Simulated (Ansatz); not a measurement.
Ansatz (a first-principles code) input (CCSD(T)/6-31G*):

Ansatz 0.2 input:
```yaml
crystal:
  periodic: [false, false, false]
  atoms:
    - {symbol: Al, position_ang: [-0.00224844, 0.48080362, 0.00489246]}
    - {symbol: F, position_ang: [1.43233011, -0.34050959, -0.00814095]}
    - {symbol: F, position_ang: [-1.42908236, -0.35398453, 0.00107407]}
basis:
  gaussian:
    orbitals: 6-31G*
magnetization: {spin_polarized: true, initial_magnetization: 1}
correlation: {method: ccsd_t, electrons: outside_noble_gas}
```

End of the output:

```
reference -11997.49995639 eV, -440.8999911996 hartree; 9, 8 occupied and 33, 34 virtual orbitals, 415 factors
second order -10.54880939 eV of doubles, -0.00000000 eV of singles
coupled cluster: 0.11 GiB planned
cycle   1  -10.32397360 eV  change    2.2e-1 eV  update   9.1e-2
cycle   2  -10.56048915 eV  change   -2.4e-1 eV  update   2.6e-2
cycle   3  -10.62922237 eV  change   -6.9e-2 eV  update   1.6e-2
cycle   4  -10.62900839 eV  change    2.1e-4 eV  update   4.2e-3
cycle   5  -10.62494032 eV  change    4.1e-3 eV  update   1.7e-3
cycle   6  -10.62499667 eV  change   -5.6e-5 eV  update   5.5e-4
cycle   7  -10.62517805 eV  change   -1.8e-4 eV  update   2.1e-4
cycle   8  -10.62521062 eV  change   -3.3e-5 eV  update   8.1e-5
cycle   9  -10.62523901 eV  change   -2.8e-5 eV  update   2.9e-5
cycle  10  -10.62523735 eV  change    1.7e-6 eV  update   9.2e-6
perturbative correction -0.18302046 eV, -0.0067258779 hartree
Total energy: -12008.30821419 eV, -441.2971873480 hartree
```

It need not be the lowest isomer of its formula.
